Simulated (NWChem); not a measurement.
**CH3AlCl (SMILES [CH3][Al][Cl]) at USVWN5/6-311+G(d,p) (density fitting)**

What is the vertical ionisation energy of CH3AlCl at USVWN5/6-311+G** (density fitting)? 

The calculation is run with NWChem 7.3.0.

## (1) The system as given

The species is CH3AlCl (6 atoms), meant as a doublet with charge 0. As SMILES, `[CH3][Al][Cl]`. The coordinates come from a PBE0-D4/def2-TZVP relaxation.

Bond lengths: C1–Al2 1.964 Å, Al2–Cl3 2.122 Å, C1–H4 1.093 Å, C1–H5 1.094 Å, C1–H6 1.094 Å. Angles: C1–Al2–Cl3 117.4°, Al2–C1–H4 110.2°, Al2–C1–H5 110.4°, Al2–C1–H6 110.4°, H4–C1–H5 109.1°, H4–C1–H6 109.1°, H5–C1–H6 107.5°.

## (2) A single-point energy at USVWN5/6-311+G(d,p) (density fitting)

File calc.nw:

```
START calc
TITLE "CH3AlCl SVWN5"
memory total 2200 mb

GEOMETRY units bohr noautosym nocenter noautoz
   C     -0.83412511     0.84848703    -0.54272934
   Al     0.23262529    -2.55661047     0.48093530
   Cl     3.83349842    -2.92208351     2.20871189
   H      0.63362517     2.22477457    -0.07823466
   H     -2.58552328     1.37534267     0.41970817
   H     -1.20035403     0.90895827    -2.57588568
END

BASIS spherical bse
   C library 6-311+G**
   Al library 6-311+G**
   Cl library 6-311+G**
   H library 6-311+G**
END

BASIS "cd basis" spherical
   C library "dgauss a2 dft coulomb fitting"
   Al library "dgauss a2 dft coulomb fitting"
   Cl library "dgauss a2 dft coulomb fitting"
   H library "dgauss a2 dft coulomb fitting"
END

DFT
   xc slater vwn_5
   mult 2
   grid fine
   convergence energy 1e-08
   maxiter 100
   mulliken
   noprint "final vectors analysis"
END

TASK dft energy
```

Run with:

```sh
$ nwchem calc.nw > calc.out
```

The program printed:

```text
[...]
          Wavefunction type:  spin polarized.
          No. of atoms     :     6
          No. of electrons :    39
[...]
          Charge           :     0
          Spin multiplicity:     2
[...]
          AO basis - number of functions:   100
[...]
              XC Information
              --------------
                        Slater Exchange Functional  1.000 local
                      VWN V Correlation Functional  1.000 local
[...]
 d= 0,ls=0.0,diis     1   -739.7544960162 -8.56D+02  9.39D-03  1.10D+00     0.8
[...]
 d= 0,ls=0.0,diis    11   -739.8184313130 -2.07D-09  6.15D-07  7.50D-10     4.1
[...]
         Total DFT energy =     -739.818431312977
      One electron energy =    -1256.874334057608
           Coulomb energy =      451.347607610636
    Exchange-Corr. energy =      -50.442042014417
 Nuclear repulsion energy =      116.150337148413
[...]
      Total Density - Mulliken Population Analysis
     ---------------------------------------------
    Atom       Charge   Shell Charges
 -----------   ------   -------------------------------------------------------
    1 C    6     6.79   1.09  0.90  0.67  0.74  1.50  0.60  1.24  0.02  0.02  0.02
    2 Al  13    12.68   0.78  1.19  0.95  1.03  0.89  0.49  2.13  3.76  0.55  0.56  0.16  0.11 -0.07  0.15
    3 Cl  17    17.16   0.77  1.19  0.88  1.10  1.02  1.03  7.42 -1.52  1.10  3.02  1.35 -0.13 -0.09  0.01
    4 H    1     0.78   0.25  0.44  0.06  0.02
    5 H    1     0.80   0.25  0.45  0.07  0.03
    6 H    1     0.80   0.25  0.45  0.07  0.02
[...]
      <S2> =      0.7512 (Exact =     0.7500)
[...]
```

Run time: 4.8 s. Hardware: 1 thread of Intel Xeon 6975P-C (Granite Rapids), shared host; peak memory 0.12 GiB.

## (3) The singlet cation

File mol.xyz:

```xyz
6

C     -0.441400     0.449000    -0.287200
Al     0.123100    -1.352900     0.254500
Cl     2.028600    -1.546300     1.168800
H      0.335300     1.177300    -0.041400
H     -1.368200     0.727800     0.222100
H     -0.635200     0.481000    -1.363100
```

File mol.nw:

```
start mol
memory total 2200 mb
charge 1
geometry units angstroms noautosym nocenter noautoz
  load mol.xyz
end
basis spherical bse
  C library 6-311+G**
  Al library 6-311+G**
  Cl library 6-311+G**
  H library 6-311+G**
end
basis "cd basis" spherical
  C library "dgauss a2 dft coulomb fitting"
  Al library "dgauss a2 dft coulomb fitting"
  Cl library "dgauss a2 dft coulomb fitting"
  H library "dgauss a2 dft coulomb fitting"
end
dft
  xc slater vwn_5
  grid fine
  convergence energy 1e-08
  maxiter 100
  mulliken
  noprint "final vectors analysis"
end
task dft energy
```

Run with:

```sh
$ nwchem mol.nw > mol.out
```

The program printed:

```text
[...]
          Wavefunction type:  closed shell.
          No. of atoms     :     6
          No. of electrons :    38
[...]
          Charge           :     1
          Spin multiplicity:     1
[...]
          AO basis - number of functions:   100
[...]
              XC Information
              --------------
                        Slater Exchange Functional  1.000 local
                      VWN V Correlation Functional  1.000 local
[...]
 d= 0,ls=0.0,diis     1   -739.3254400605 -8.55D+02  3.00D-02  8.62D+00     0.8
[...]
 d= 0,ls=0.0,diis    14   -739.5290952737 -1.23D-10  6.60D-08  2.64D-11     3.1
         Total DFT energy =     -739.529095273743
      One electron energy =    -1247.729700023277
           Coulomb energy =      442.206179568160
    Exchange-Corr. energy =      -50.155920275646
 Nuclear repulsion energy =      116.150345457020
[...]
      Total Density - Mulliken Population Analysis
     ---------------------------------------------
    Atom       Charge   Shell Charges
 -----------   ------   -------------------------------------------------------
    1 C    6     6.80   1.09  0.90  0.66  0.75  1.50  0.61  1.17  0.09  0.01  0.02
    2 Al  13    12.09   0.78  1.19  0.95  1.03  0.96  0.15  2.13  3.76  0.50  0.45  0.03  0.13 -0.12  0.14
    3 Cl  17    16.95   0.77  1.19  0.88  1.10  1.04  1.03  7.41 -1.51  1.08  2.97  1.20 -0.12 -0.12  0.01
    4 H    1     0.71   0.25  0.42  0.01  0.02
    5 H    1     0.73   0.25  0.43  0.02  0.02
    6 H    1     0.73   0.25  0.43  0.02  0.02
[...]
```

Run time: 3.9 s. Hardware: 1 thread of Intel Xeon 6975P-C (Granite Rapids), shared host; peak memory 0.11 GiB.

## (4) What came out

At USVWN5/6-311+G** (density fitting):

| quantity | value |
| --- | --- |
| doublet CH3AlCl: total energy | -739.81843 Eh |
| doublet CH3AlCl: dipole moment | 2.26 D |
| doublet CH3AlCl: ⟨S²⟩ | 0.751 |
| singlet cation: total energy | -739.52910 Eh |
| vertical ionisation energy (to the singlet cation) | 7.873 eV |

What this shows: Removing an electron at fixed nuclei costs 7.87 eV (182 kcal/mol). Only the singlet of the ionised species was computed; a triplet could lie lower. Mulliken charges (doublet CH3AlCl) run from -0.79 on C1 to +0.32 on Al2; in a basis this large or diffuse they mean little.
